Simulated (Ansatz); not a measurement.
**O2S: interaction energy of a dimer with the counterpoise correction from a Python script**

The task is the interaction energy of a dimer with the counterpoise correction, for O2S.

Program: Ansatz 0.2.0, driven from Python. Level of theory: B3LYP/cc-pVDZ. These are calculated values, not measurements.

## Step 1: The structure

Bond lengths: O1–S2 1.434 Å, S2–O3 1.434 Å. Angles: O1–S2–O3 116.4°.

No structure file is read: the coordinates are typed or built in the script.

## Step 2: The code

The input, o2s_dimer.py:

```python
'''Binding of a O2S dimer at a trial geometry.'''

import logging
import sys

import ansatz as az

logging.basicConfig(stream=sys.stdout, format='[%(levelname)s] %(message)s')
log = logging.getLogger('ansatz_job')
log.setLevel(logging.INFO)

FIRST = [
    ('O', (-0.9702, 0.6297, -0.4591)),
    ('S', (0.28, 0.3714, 0.1941)),
    ('O', (0.6902, -1.0011, 0.265)),
]
SECOND = [
    ('O', (-2.1895, -2.4413, -0.3511)),
    ('S', (-2.3637, -1.7737, -1.6082)),
    ('O', (-1.208, -1.6961, -2.454)),
]

def energy(atoms, ghosts=()):
    molecule = az.Crystal.molecule()
    for symbol, xyz in atoms:
        molecule = molecule.atom(symbol, xyz)
    calc = (
        molecule.calculation()
        .basis(gaussian='cc-pVDZ')
        .functional('b3lyp')
    )
    deck = calc.input()
    if ghosts:
        deck = deck.set(az.key.basis.gaussian.ghost_atoms, [{'symbol': s, 'position_ang': list(xyz)} for s, xyz in ghosts])
    return az.Session.from_dict(deck).plan().execute().report['free_energy_ev']


def main() -> None:
    # monomers in their own basis and in the basis of the dimer
    both = energy(FIRST + SECOND)
    alone = energy(FIRST) + energy(SECOND)
    ghosted = energy(FIRST, SECOND) + energy(SECOND, FIRST)
    log.info(f'dimer {both:.6f} eV')
    log.info(f'interaction, uncorrected   {23.060548 * (both - alone):8.3f} kcal/mol')
    log.info(f'interaction, counterpoise  {23.060548 * (both - ghosted):8.3f} kcal/mol')
    log.info(f'basis-set superposition    {23.060548 * (alone - ghosted):8.3f} kcal/mol')


if __name__ == '__main__':
    main()
```

## Step 3: Launch

Launch:

```console
> python o2s_dimer.py
```

**Question.** How large is the interaction at this pose, and how much of it is basis-set superposition?

As calculated:

```
                        quantity            value
 interaction energy, uncorrected  -2.201 kcal/mol
interaction energy, counterpoise   0.307 kcal/mol
                   runs compared                5
```

**Reading.** The counterpoise correction turns the binding into repulsion: what looked like attraction was the basis set's error. Uncorrected it is -2.201 kcal/mol, with the counterpoise correction 0.307 kcal/mol; the difference, 2.51 kcal/mol, is the superposition error. The sign changes with the correction, so this basis doesn't settle it. Notes:
- The dimer is a generated trial pose of unrelaxed monomers, not a minimum, so the figure is no binding energy, and the basis set is small.
- b3lyp holds the VWN-RPA fit, as in Gaussian; the form of ORCA and Turbomole is b3lyp5.
- This level lacks the dispersion part of the attraction (electrostatics and induction are there), which can decide the sign where the interaction is weak.
